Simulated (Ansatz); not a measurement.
Input for Ansatz (development build ahead of 0.2.0):

```yaml
crystal:
  periodic: [false, false, false]
  atoms:
    - { symbol: S, position_ang: [-0.00091, -0.00655, -0.55019] }
    - { symbol: O, position_ang: [0.00475, 0.02019, 0.95576] }
basis:
  gaussian: { orbitals: "6-31G" }
magnetization:
  spin_polarized: true
  initial_magnetization: 2
hamiltonian:
  xc: hf
```

The input is written out in the form of the current development build from the run's settings.

The run gave:

```json
{
 "Converged": "yes",
 "Total energy": "-472.23673 hartree",
 "Spin squared of the determinant": "2.027"
}
```
